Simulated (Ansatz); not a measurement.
# AlH8NO: the cost of one run

All numbers below are computed with Ansatz 0.2.0 (UHF/6-31G*).

### 1 The system as given

Bond lengths: Al1–H3 1.545 Å, Al1–H4 1.544 Å, Al1–O6 2.177 Å, O6–H9 0.952 Å, N8–H10 1.008 Å, N8–H11 1.008 Å. Angles: H3–Al1–H4 119.9°, H3–Al1–O6 108.9°, H4–Al1–O6 108.9°, Al1–O6–H9 137.0°, H10–N8–H11 111.0°.

Structure file:

```xyz
11

Al   -1.2542   -0.9685   -0.8742
H     0.2070    0.2415   -1.5161
H    -1.0332   -2.4672   -1.1763
H    -2.6595   -0.3498   -1.0400
H     0.4237    0.2998    0.9708
O    -0.5287   -0.5397    1.1328
H     0.7491    0.6859   -0.8225
N     1.2796    1.1067    0.3361
H    -0.5454   -0.9646    1.9849
H     1.1114    2.0823    0.5268
H     2.2501    0.8738    0.4777
```

### 2 Run 1

150 steps of 0.5 fs at constant energy, with velocities drawn for 1000 K.

Contents of input.yaml:

```yaml
crystal:
  periodic: [false, false, false]
  atoms:
    - { symbol: Al, position_ang: [-1.2542, -0.9685, -0.8742] }
    - { symbol: H, position_ang: [0.207, 0.2415, -1.5161] }
    - { symbol: H, position_ang: [-1.0332, -2.4672, -1.1763] }
    - { symbol: H, position_ang: [-2.6595, -0.3498, -1.04] }
    - { symbol: H, position_ang: [0.4237, 0.2998, 0.9708] }
    - { symbol: O, position_ang: [-0.5287, -0.5397, 1.1328] }
    - { symbol: H, position_ang: [0.7491, 0.6859, -0.8225] }
    - { symbol: "N", position_ang: [1.2796, 1.1067, 0.3361] }
    - { symbol: H, position_ang: [-0.5454, -0.9646, 1.9849] }
    - { symbol: H, position_ang: [1.1114, 2.0823, 0.5268] }
    - { symbol: H, position_ang: [2.2501, 0.8738, 0.4777] }
magnetization:
  spin_polarized: true
basis:
  gaussian: { orbitals: "6-31G*" }
hamiltonian:
  xc: hf
md:
  timestep: 0.5
  n_steps: 150
  ensemble: nve
  temperature: 1000.0
  initial_velocities: maxwell_boltzmann
  seed: 250760
```

Launch:

```bash
$ ansatz run input.yaml --threads 1 --pin off --max-ram 2048MiB --backend cpu --events-out ev --progress --plain --runs-dir out
```

What time and memory should one allow on 1 thread of Arm Neoverse V1, shared host?

About 2.6 min, with a peak of 0.12 GiB.
